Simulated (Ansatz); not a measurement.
Results of revPBE (Ansatz, a quantum-chemistry and plane-wave program, PAW) for diamond.

Numerical settings: plane-wave cutoff 520 eV, 16×16×16 k mesh, perturbation theory, scalar-relativistic PAW data made under PBE.

Computed at the level's own relaxed cell.

Harmonic phonon frequencies (cm⁻¹; i marks an imaginary mode):

```
q point                  frequencies
-------  ---------------------------
Γ                                  …
X        777 777 1046 1046 1183 1183
U         742 961 988 1042 1067 1209
L        544 544 1029 1183 1183 1239
```

Fill in the missing entries.


- Γ, frequencies: 0 0 0 1281 1281 1281

Measured, for comparison: zone-centre TO phonon frequency 1333 cm⁻¹ (low temperature, zero-point motion not removed; as tabulated in Kunc et al. (2003), arXiv:cond-mat/0304692). Computed (rounded) less measured: zone-centre TO phonon frequency -4 %.

No imaginary mode appears at these points.
